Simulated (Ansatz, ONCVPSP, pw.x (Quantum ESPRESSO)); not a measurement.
**What a changed setting does to a pw.x run (bcc Se)**

Potential: optimised norm-conserving Vanderbilt (ONCV), ONCVPSP 4.0.1.1 (patched build), PBEsol; core [Ar] 3d10, reference 4s2 4p4; waves: 4s: rc 1.55 bohr, ncon 3, nbas 6, qcut 3.4 1/bohr, 2 projectors, debl 3.2 Ha; 4p: rc 1.45 bohr, ncon 4, nbas 8, qcut 5.4 1/bohr, 1 projector; d scattering state at 0.09 Ha: rc 1.70 bohr, ncon 3, nbas 7, qcut 4.7 1/bohr, 2 projectors, debl 3.6 Ha; local part: polynomial inside 0.95 bohr (lpopt 5, dvloc0 6 Ha); core correction: none.

The reference run (k-mesh 14³, cutoffs 135/540 Ry, Fermi–Dirac 0.01 Ry, mixing_beta 0.4, conv_thr 1e-9, no spin) gives 1.01 GPa at 19.087 Å³/atom, where all-electron LAPW gives 1.16 GPa. This run, with its own iteration cap, changes nspin = 2 with starting_magnetization to -0.3.

```
&control
  calculation='scf', prefix='x', pseudo_dir='./', outdir='./tmp', tstress=.true., disk_io='none'
/
&system
  ibrav=0, nat=1, ntyp=1, ecutwfc=135, ecutrho=540, nbnd=10,
  occupations='smearing', smearing='fd', degauss=0.01, nspin=2, starting_magnetization(1)=-0.3
/
&electrons
  conv_thr=1e-09, mixing_beta=0.4, electron_maxstep=60
/
ATOMIC_SPECIES
Se 1.0 Se.UPF
CELL_PARAMETERS angstrom
  -1.68354952 1.68354952 1.68354952
  1.68354952 -1.68354952 1.68354952
  1.68354952 1.68354952 -1.68354952
ATOMIC_POSITIONS crystal
Se 0.0000 0.0000 0.0000
K_POINTS automatic
14 14 14 0 0 0
```

```bash
pw.x < Se.scf.in > Se.scf.out
```

How does the run end?

It converges in 9 iterations; the free energy moves by +0.0 meV/atom and the pressure by +0.00 GPa. The result is that of the reference run.

```
Message from routine setup:
     using ibrav=0 with symmetry is DISCOURAGED, use correct ibrav instead
     lattice parameter (alat)  =       5.5104  a.u.
     unit-cell volume          =     128.8055 (a.u.)^3
     number of electrons       =         6.00
     number of Kohn-Sham states=           10
     kinetic-energy cutoff     =     135.0000  Ry
     charge density cutoff     =     540.0000  Ry
     scf convergence threshold =      1.0E-09
     Exchange-correlation= PBESOL
     atomic species   magnetization
     number of k points=   104  Fermi-Dirac smearing, width (Ry)=  0.0100
     iteration #  1     ecut=   135.00 Ry     beta= 0.40
     total energy              =     -18.87830472 Ry
     estimated scf accuracy    <       0.00657294 Ry
     total magnetization       =    -0.54 Bohr mag/cell
     absolute magnetization    =     0.54 Bohr mag/cell
     iteration #  2     ecut=   135.00 Ry     beta= 0.40
     total energy              =     -18.89146058 Ry
     estimated scf accuracy    <       0.00327105 Ry
     total magnetization       =    -0.39 Bohr mag/cell
     absolute magnetization    =     0.39 Bohr mag/cell
     iteration #  3     ecut=   135.00 Ry     beta= 0.40
     total energy              =     -18.89842783 Ry
     estimated scf accuracy    <       0.00014598 Ry
     total magnetization       =    -0.04 Bohr mag/cell
     absolute magnetization    =     0.04 Bohr mag/cell
     iteration #  4     ecut=   135.00 Ry     beta= 0.40
     total energy              =     -18.89854928 Ry
     estimated scf accuracy    <       0.00019848 Ry
     total magnetization       =    -0.00 Bohr mag/cell
     absolute magnetization    =     0.00 Bohr mag/cell
     iteration #  5     ecut=   135.00 Ry     beta= 0.40
     total energy              =     -18.89858096 Ry
     estimated scf accuracy    <       0.00000139 Ry
     total magnetization       =    -0.00 Bohr mag/cell
     absolute magnetization    =     0.00 Bohr mag/cell
     iteration #  6     ecut=   135.00 Ry     beta= 0.40
     total energy              =     -18.89858280 Ry
     estimated scf accuracy    <       0.00000003 Ry
     total magnetization       =    -0.00 Bohr mag/cell
     absolute magnetization    =     0.00 Bohr mag/cell
     iteration #  7     ecut=   135.00 Ry     beta= 0.40
     total energy              =     -18.89858284 Ry
     estimated scf accuracy    <       0.00000005 Ry
     total magnetization       =     0.00 Bohr mag/cell
     absolute magnetization    =     0.00 Bohr mag/cell
     iteration #  8     ecut=   135.00 Ry     beta= 0.40
     total energy              =     -18.89858285 Ry
     estimated scf accuracy    <          3.4E-09 Ry
     total magnetization       =     0.00 Bohr mag/cell
     absolute magnetization    =     0.00 Bohr mag/cell
     iteration #  9     ecut=   135.00 Ry     beta= 0.40
     the Fermi energy is     9.1903 ev
!    total energy              =     -18.89858285 Ry
     estimated scf accuracy    <          1.1E-10 Ry
     smearing contrib. (-TS)   =      -0.00299005 Ry
     The total energy is F=E-TS. E is the sum of the following terms:
     one-electron contribution =       5.06789023 Ry
     hartree contribution      =       0.69599289 Ry
     xc contribution           =      -4.06941374 Ry
     ewald contribution        =     -20.59006219 Ry
     total magnetization       =    -0.00 Bohr mag/cell
     absolute magnetization    =     0.00 Bohr mag/cell
     convergence has been achieved in   9 iterations
          total   stress  (Ry/bohr**3)                   (kbar)     P=       10.10
     Message from routine punch:
     Nothing written, as per user request (disk_io='none')
```

The run took about 4.9 min on one core of a shared host (Neoverse-N1, 64 threads, 124 GiB, load 56).
